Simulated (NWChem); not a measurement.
Molecule: tetrafluoroethylene (C$_{2}$F$_{4}$); SMILES C(F)(=C(F)F)F

Computed with NWChem. Pople sets run with spherical d functions. The geometry was optimised at B3LYP/6-31G* (spherical d). Level: M06-2X/6-31G* with COSMO at NWChem's default radii, gas-phase geometry; rows give the dielectric constant.

```json
[
 {"dielectric constant": "1.5", "electrostatic solvation energy (kcal/mol)": "-0.2"},
 {"dielectric constant": "7.6", "electrostatic solvation energy (kcal/mol)": "-0.7"},
 {"dielectric constant": "11.7", "electrostatic solvation energy (kcal/mol)": "-0.7"},
 {"dielectric constant": "20.7", "electrostatic solvation energy (kcal/mol)": "-0.7"},
 {"dielectric constant": "37.5", "electrostatic solvation energy (kcal/mol)": "-0.8"}
]
```
